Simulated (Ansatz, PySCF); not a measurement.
System: ozone, O3, charge 0, multiplicity 1. SMILES: O=[O+][O-]
Structure (B3LYP-D3(BJ)/def2-TZVP (Ansatz, a program for electronic structure) minimum search):
```xyz
3

O     -0.0102     1.0756    -0.2169
O      0.0093     0.0011     0.4285
O      0.0009    -1.0767    -0.2116
```

Wanted: enthalpy of formation at 298 K, in kcal/mol. Conventions: dispersion terms only where a functional's name holds one; open shells spin-unrestricted; non-relativistic; spin-orbit terms left out. Ab initio and DFT rows: single points at B3LYP-D3(BJ) geometries (Ansatz), with unscaled harmonic terms from B3LYP/6-31G* at its own minima, enthalpies of formation by atomisation with measured atoms.

```json
[
 {"species": "O=[O+][O-]", "coefficient": "+1", "E at BP86/def2-SVP (PySCF), Eh": "-225.26884", "E at wB97M-V/def2-TZVPD (Ansatz), Eh": "-225.45492", "H(298 K) - E, kcal/mol": "7.08"},
 {"species": "O atom", "coefficient": "-3", "E at BP86/def2-SVP (PySCF), Eh": "-74.99134", "E at wB97M-V/def2-TZVPD (Ansatz), Eh": "-75.07806", "H(298 K) - E, kcal/mol": "-"}
]
```

The atoms take no thermal term, since their enthalpies of formation at 0 K are used: the result is the sum of coefficient times E, plus the molecule's thermal term, plus number times (enthalpy of formation minus H(298) - H(0)) over the atoms. Measured values of the atoms (G2/97 table in ASE), kcal/mol:

```
atom  number  enthalpy of formation of the gas at 0 K  H(298) - H(0) of the element's standard state
----  ------  ---------------------------------------  ---------------------------------------------
O          3                                    58.99                                           1.04
```

Measured values: Active Thermochemical Tables 1.112 (ions: stationary electron), as tabulated in the package chemicals; they hold spin-orbit and core effects, anharmonicity.  Value to compare with, the measured value: 33.9 kcal/mol. 1 Eh = 627.5095 kcal/mol.

Q: Compute it at each level from the table, and compare with the measured value.

A: 
- BP86/def2-SVP: the sum of coefficient times E is -0.29482 Eh, or -185.00 kcal/mol; the thermal terms add 7.08; the atoms' measured terms add 173.85. Result: -4.1 kcal/mol. Its error against the measured value is -38.0 kcal/mol.
- wB97M-V/def2-TZVPD: the sum of coefficient times E is -0.22074 Eh, or -138.52 kcal/mol; the thermal terms add 7.08; the atoms' measured terms add 173.85. Result: 42.4 kcal/mol. Its error against the measured value is 8.5 kcal/mol.
